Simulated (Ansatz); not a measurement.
# Beryllium, hcp under r²SCAN: convergence with the Gaussian smearing

How small must the Gaussian smearing width be for energy and pressure to settle? The geometry was relaxed under r²SCAN beforehand and stays fixed; 7 values are run, from 0.01 to 1.0 eV. Wanted are the values from which on the energy stays within 10 and 1 meV/atom, and the pressure within 0.5 GPa, of the narrowest run. Within the series other settings stay, but some runs also write fields, which adds to their time. Spin polarisation is left out.

Program: Ansatz 0.2.0. Level of theory: DFT r²SCAN, plane waves with PAW, scalar-relativistic. These are calculated values, not measurements.

**1. The system as given**

The structure is hexagonal, space group P6_3/mmc (No. 194). Conventional cell: a = 2.265 Å, b = 2.265 Å, c = 3.561 Å, α = 90.00°, β = 90.00°, γ = 120.00°. Around Be (site symmetry -6m2) lie 12 Be at 2.21 to 2.26 Å.

As a file:

```cif
data_structure
_symmetry_space_group_name_H-M 'P6_3/mmc'
_symmetry_Int_Tables_number 194
_cell_length_a 2.2646
_cell_length_b 2.2646
_cell_length_c 3.5613
_cell_angle_alpha 90.000
_cell_angle_beta 90.000
_cell_angle_gamma 120.000
_cell_volume 15.82
loop_
_atom_site_label
_atom_site_type_symbol
_atom_site_symmetry_multiplicity
_atom_site_Wyckoff_symbol
_atom_site_fract_x
_atom_site_fract_y
_atom_site_fract_z
_atom_site_occupancy
Be1 Be 2 c 0.33333 0.66667 0.25000 1
```

**2. With a width of 0.01 eV**

The run at 0.01 eV.

File input.yaml:

```yaml
crystal:
  lattice:
    - [2.2645998697, 0.0, 0.0]
    - [-1.1322999349, 1.9612010165, 0.0]
    - [0.0, 0.0, 3.5612588026]
  atoms:
    - { symbol: Be, position: [0.3333333333, 0.6666666667, 0.25] }
    - { symbol: Be, position: [0.6666666667, 0.3333333333, 0.75] }
hamiltonian:
  xc: r2scan
  pseudopotentials:
    kind: paw
    azcp:
      Be: "pseudopotentials/Be.paw.azcp"
basis:
  ecutwfc: 500
  fft_grid_basis: typed
kpoints:
  mp_grid: { grid: [16, 16, 9], shift: [0, 0, 0] }
magnetization:
  spin_polarized: false
scf:
  occupations: { method: gaussian, width: 0.01 }
  lower_state_search: "off"
output:
  stress: true
```

On the command line:

```
$ ansatz run input.yaml --threads 2 --pin off --max-ram 5120MiB --backend cpu --events-out ev --progress --plain --runs-dir out
```

**3. With a width of 0.03 eV**

The run at 0.03 eV.

input.yaml: that of step 2 with these lines changed.

```diff
@@ -22,3 +22,3 @@
 scf:
-  occupations: { method: gaussian, width: 0.01 }
+  occupations: { method: gaussian, width: 0.03 }
   lower_state_search: "off"
```

**4. With a width of 0.1 eV**

The run at 0.1 eV.

input.yaml: that of step 3 with these lines changed.

```diff
@@ -22,3 +22,3 @@
 scf:
-  occupations: { method: gaussian, width: 0.03 }
+  occupations: { method: gaussian, width: 0.1 }
   lower_state_search: "off"
```

**5. With a width of 0.2 eV**

The run at 0.2 eV.

input.yaml: that of step 4 with these lines changed.

```diff
@@ -22,3 +22,3 @@
 scf:
-  occupations: { method: gaussian, width: 0.1 }
+  occupations: { method: gaussian, width: 0.2 }
   lower_state_search: "off"
@@ -26 +26,5 @@
   stress: true
+  write_density: true
+  write_potential: true
+  elf: true
+  volumetric_format: npy
```

**6. With a width of 0.3 eV**

The run at 0.3 eV.

input.yaml: that of step 5 with these lines changed.

```diff
@@ -22,3 +22,3 @@
 scf:
-  occupations: { method: gaussian, width: 0.2 }
+  occupations: { method: gaussian, width: 0.3 }
   lower_state_search: "off"
```

**7. With a width of 0.6 eV**

The run at 0.6 eV.

input.yaml: that of step 6 with these lines changed.

```diff
@@ -22,3 +22,3 @@
 scf:
-  occupations: { method: gaussian, width: 0.3 }
+  occupations: { method: gaussian, width: 0.6 }
   lower_state_search: "off"
```

**8. With a width of 1.0 eV**

The run at 1.0 eV.

input.yaml: that of step 7 with these lines changed.

```diff
@@ -22,3 +22,3 @@
 scf:
-  occupations: { method: gaussian, width: 0.6 }
+  occupations: { method: gaussian, width: 1.0 }
   lower_state_search: "off"
```

(Steps that only read results are left out.)

**Question.** What will these runs give?

The runs gave:

| quantity | value |
| --- | --- |
| E(σ → 0) stays within 10 meV/atom of 0.01 eV | up to 1.0 eV |
| E(σ → 0) stays within 1 meV/atom | up to 0.6 eV |
| pressure stays within 0.5 GPa | up to 1.0 eV |
| pressure at 0.01 eV | 0.01 GPa |
| energy of a separate run on a finer mesh (26×26×15) | +1.1 meV/atom from 0.01 eV |

What this shows: At 1.0 eV the energy differs by +5.5 meV/atom and the pressure by +0.4 GPa. The free energy F moves by -15.9 meV/atom over the range, and the estimate for σ → 0 by +5.5. In theory F falls as the square of the width under this scheme, but here the ratio is not steady: the mesh at narrow widths, or a density of states that varies over the wide ones, can both cause that. The mesh (16×16×9) is fixed, so the narrowest widths carry a k-point error of their own. The yardstick itself is unsettled by 1.1 meV/atom against the finer mesh, so the thresholds above hold only within this series, and wider smearing, which averages over more states, can land nearer the fine-mesh value than the narrowest does.
